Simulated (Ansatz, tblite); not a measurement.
# The cluster SiSn2−: one state, many levels

The task here is to estimate one member of a computed series from the others.

Computed with Ansatz 0.2.0, Gaussian basis. Level: as each input shows.

Levels to be run: GFN2-xTB, PBE-D4/def2-TZVPD, r2SCAN-D4/def2-TZVPD, B2PLYP/def2-TZVPD, HF/def2-TZVPD, B3LYP-D4/def2-TZVPD, BLYP-D4/def2-TZVPD, ωB97X-V/def2-TZVPD, PBE+5HF/def2-TZVPD, PBE+10HF/def2-TZVPD, PBE+15HF/def2-TZVPD, PBE+35HF/def2-TZVPD, PBE+50HF/def2-TZVPD, PBE-D4/def2-SVPD, PBE0-D4/def2-SVPD, CCSD(T)/def2-TZVPPD, MP2/def2-TZVPD, RPA/def2-TZVPD.

### The structure

The doublet was relaxed beforehand with r2SCAN-D4/def2-TZVPD. At that level it is the lowest of the isomers that a small search found.

3 atoms, charge -1, spin multiplicity 2.

Bond lengths: Si1–Sn2 2.507 Å, Si1–Sn3 2.509 Å. Angles: Sn2–Si1–Sn3 72.5°.

Sn takes a core potential in the def2 sets. No spin-orbit coupling is included. The ion is computed in the gas phase, without counter-ions or solvent.

PBE0-D4/def2-TZVPD was run before; its log isn't repeated, and its numbers join the tables.

Set-up of the first run:

Tight binding, by tblite at 300 K electronic temperature and without a spin-polarisation term:

```python
tblite.interface.Calculator('GFN2-xTB', numbers, positions, charge=-1, uhf=1).singlepoint()
```

start.molden holds the orbitals of an earlier run on this state, given as this run's starting guess.

Contents of in.yaml:

```yaml
crystal:
  periodic: [false, false, false]
  atoms:
    - {symbol: Si, position_ang: [1.247122, -0.477466, 0.185633]}
    - {symbol: Sn, position_ang: [-1.073312, -1.107705, -0.525016]}
    - {symbol: Sn, position_ang: [-0.173810, 1.585161, 0.339383]}
basis:
  gaussian: {orbitals: def2-TZVPD, initial_orbitals: start.molden}
total_charge: -1
magnetization: {spin_polarized: true, initial_magnetization: 1}
hamiltonian: {xc: pbe, dispersion: d4}
scf: {omitted_lower_state_checks: [starts]}
output: {orbitals: {seedname: orbitals}}
```

Run with:

```
$ ansatz run in.yaml --threads 4 --pin off --events-out ev --progress --plain --max-ram 3916MiB
```

Steps of the session up to this table: PBE-D4/def2-TZVPD; r2SCAN-D4/def2-TZVPD; B2PLYP/def2-TZVPD; HF/def2-TZVPD; B3LYP-D4/def2-TZVPD; BLYP-D4/def2-TZVPD; ωB97X-V/def2-TZVPD; PBE+5HF/def2-TZVPD; PBE+10HF/def2-TZVPD; PBE+15HF/def2-TZVPD; PBE+35HF/def2-TZVPD; PBE+50HF/def2-TZVPD; PBE-D4/def2-SVPD; PBE0-D4/def2-SVPD; CCSD(T)/def2-TZVPPD; MP2/def2-TZVPD; RPA/def2-TZVPD.

One table of the session follows, with a row left open; its other results are not shown here.

It belongs to the step «Levels side by side». 

```
               level  HOMO (eV)  LUMO (eV)  gap (eV)
       HF/def2-TZVPD      -2.51       4.05      6.57
    PBE-D4/def2-SVPD       0.21       0.83      0.62
   PBE-D4/def2-TZVPD       0.09       0.73      0.63
  BLYP-D4/def2-TZVPD       0.33       0.83      0.49
r2SCAN-D4/def2-TZVPD      -0.19       0.90      1.09
 B3LYP-D4/def2-TZVPD      -0.43       1.17      1.60
   PBE0-D4/def2-SVPD      -0.60       1.46      2.05
  PBE0-D4/def2-TZVPD      -0.69       1.36      2.05
  ωB97X-V/def2-TZVPD      -2.39       2.95      5.34
  PBE+5HF/def2-TZVPD      -0.06       0.85      0.91
 PBE+10HF/def2-TZVPD      -0.22       0.98      1.20
 PBE+15HF/def2-TZVPD          ?          ?         ?
 PBE+35HF/def2-TZVPD      -1.02       1.61      2.63
 PBE+50HF/def2-TZVPD      -1.51       1.99      3.50
```

**Question.** Estimate the row for PBE+15HF/def2-TZVPD.

The run gave: HOMO (eV): -0.38; LUMO (eV): 1.11; gap (eV): 1.48. In the column «HOMO (eV)» it lies between B3LYP-D4/def2-TZVPD (-0.43) and PBE+10HF/def2-TZVPD (-0.22).
